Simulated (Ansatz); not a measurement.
A made-up structure of CH4NSi (charge +1), singlet:

N1  (-0.925, 0.224, 0.478)
C2  (0.248, -0.023, -0.291)
Si3  (1.768, -0.522, -0.500)
H4  (-1.648, 0.627, -0.133)
H5  (2.635, -1.525, 0.009)
H6  (-0.773, 0.898, 1.238)
H7  (2.657, -0.572, -1.675)
(Å)

It is relaxed with PBE-D4/def2-SVP and then PBE0-D4/def2-TZVP (Ansatz 0.2.0). Atoms count as bonded within 1.22 times the sum of their covalent radii (H–H: 0.88 Å). The end point is not checked to be a true minimum.

(1) Does its bonding change? (A judgement: the text doesn't fix the answer.)

## Answers

(1) Computed: No: no bond forms or breaks.

Where it ends: The first stage lowers the energy by 2.60 eV in 7 steps. It ends as CH₄NSi ([NH2][C][SiH2]), total charge +1:
```tsv
atom	x (Å)	y (Å)	z (Å)
N1	-0.7110	0.4511	0.3291
C2	0.3755	-0.0412	-0.0569
Si3	1.8480	-0.7087	-0.5805
H4	-1.6119	0.1481	-0.0466
H5	2.3268	-1.8823	0.1588
H6	-0.7566	1.1831	1.0409
H7	2.4918	-0.0447	-1.7197
```

Labels in which every atom is bracketed show which atoms are joined, not bond orders.

For scale, one of the runs: PBE0-D4/def2-TZVP relaxation, 123 basis functions, launched by `ansatz run in.yaml --threads 2 --pin off --events-out ev --progress --plain --max-ram 4352MiB`. Hardware: 2 CPU threads of an Arm Neoverse V1, shared host. Wall time about 12 s.
